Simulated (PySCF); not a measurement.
**A survey of $^{15}$N NMR shifts**

Calculated, not measured (PySCF 2.14): coordinates at the GFN2-xTB level, shieldings: GIAO PBE0/pcSseg-1. One computed conformer, no solvent model, averaged over atoms made equivalent by symmetry, fast rotation or ring inversion, non-relativistic Hamiltonian.

Shieldings were converted by a linear fit to measured shifts: $^{15}$N (scatter 6.3 ppm rms vs CH3NO2, solution or neat liquid). Occasional misses reach two or three times the rms, and more in compound classes unlike the fitted ones.

Give the $^{15}$N shifts of `N#CC=O`, `N#C/C=C(\F)OC(F)F`, `N[Si@@](O)([SiH3])P`, `CN[Si@@H]1O[SiH2]O[Si@@H](C)O1`, `N#Cc1sc(=S)sc1Cl`, `N#Cc1cccc(S)c1N`, `CC(=O)c1snnc1C`, `[SiH3]N[C@@H]1C=C(Cl)C1`.

Results:


```csv
compound,environment,δ (ppm)
N#CC=O,nitrile nitrogen,-96.4
N#C/C=C(\F)OC(F)F,nitrile nitrogen,-90.3
N[Si@@](O)([SiH3])P,"nitrogen bonded to Si, 2 H",-353.9
CN[Si@@H]1O[SiH2]O[Si@@H](C)O1,"nitrogen bonded to C, Si, H",-357.1
N#Cc1sc(=S)sc1Cl,nitrile nitrogen,-84.2
[N:1]#[C:2][c:3]1[cH:4][cH:5][cH:6][c:7]([SH:8])[c:9]1[NH2:10],N1: nitrile nitrogen,-97.1
[N:1]#[C:2][c:3]1[cH:4][cH:5][cH:6][c:7]([SH:8])[c:9]1[NH2:10],N10: aniline-type nitrogen,-313.3
[CH3:1][C:2](=[O:3])[c:4]1[s:5][n:6][n:7][c:8]1[CH3:9],N7: pyridine-type nitrogen of an azole,50.6
[CH3:1][C:2](=[O:3])[c:4]1[s:5][n:6][n:7][c:8]1[CH3:9],N6: pyridine-type nitrogen of an azole,38.4
[SiH3]N[C@@H]1C=C(Cl)C1,"nitrogen bonded to C, Si, H",-361.3
```
